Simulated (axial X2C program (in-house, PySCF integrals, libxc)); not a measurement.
# Ionising OH

Computed with an in-house relativistic program for diatomic molecules, spin-free (one-electron X2C) or two-component (2c: spin–orbit coupling with atomic mean-field Coulomb and Gaunt terms, which also bring small scalar terms), in Dyall basis sets with cores contracted in-house; open shells are unrestricted.

Basis sets: H dyall-v3z, O dyall-av3z. Frozen shells (counts by l): OH O 1s, H none, 7 electrons correlated; OH⁺ O 1s, H none, 6 electrons correlated. Where the outer core of a metal is frozen, bonds come out longer and ionisation energies lower.

```tsv
Hamiltonian	level	OH state	Re (Å)	ωe (cm⁻¹)	De (eV)
spin-free	HF	M_S = 1/2, Λ = 1	0.951	4036.3	2.86
spin-free	PBE0	M_S = 1/2, Λ = 1	0.971	3761.9	4.40
spin-free	MP2	M_S = 1/2, Λ = 1	0.970	3792.4	4.52
2c	HF	Ω = 3/2	0.951	4036.1	2.87
2c	PBE0	Ω = 3/2	0.971	3761.8	4.41
2c	MP2	Ω = 3/2	0.970	3792.3	4.52
```

Adiabatic ionisation energy (minimum to minimum, no zero-point term) and constants of OH⁺:

| Hamiltonian | level | OH⁺ state | IE (eV) | Re (Å) | ωe (cm⁻¹) | De (eV) | fragments |
| --- | --- | --- | --- | --- | --- | --- | --- |
| spin-free | HF | M_S = 1, Λ = 0 | 11.24 | 1.008 | 3352.6 | 3.63 | O+ + H |
| spin-free | PBE0 | M_S = 1, Λ = 0 | 12.84 | 1.033 | 3103.5 | 5.21 | O + H+ |
| spin-free | MP2 | M_S = 1, Λ = 0 | 12.95 | 1.025 | 3192.5 | 4.90 | O+ + H |
| 2c | HF | Ω = 1 | 11.25 | 1.008 | 3352.8 | 3.63 | O+ + H |
| 2c | PBE0 | Ω = 1 | 12.85 | 1.033 | 3103.6 | 5.21 | O + H+ |
| 2c | MP2 | Ω = 1 | 12.95 | 1.025 | 3192.6 | 4.90 | O+ + H |

Problem. Add the zero-point terms to the ionisation energy at MP2, 2c, and say whether the electron removed was bonding.

Solution. IE0 = IE + (ωe⁺ − ωe)/2 = 12.95 + (-0.037) = 12.91 eV. Re changes by 0.055 Å, so the bond lengthens, as on loss of a bonding electron.

Problem. Close the cycle De(OH⁺) + IE(OH) = De(OH) + IE(O) to find the atomic ionisation energy at MP2, 2c.

Solution. IE(O) = 4.90 + 12.95 − 4.52 = 13.33 eV, for the determinants used.

Each entry is the lowest single determinant of a limited PBE0 search at one distance. De goes to single-determinant-based atoms at the same level (for ions the charge split of lowest energy) and is withheld (n/a) where an atom does not fit its ground term or J level. Main or longest-lived isotopes. One determinant is a doubtful description, or other states lie close, for OH⁺; these need not be ground states, and all values refer to the states named. Some open-shell Ω = 0 determinants are out of reach, so the Ω given for OH⁺ need not be the lowest component. With several unpaired electrons the Ω given is that of one determinant, not necessarily of the lowest component. Some light 2c atoms are not at their ground J level, so De misses part of their lowering (0.04 eV or less). The functionals have no current term, which raises determinants with orbital currents.
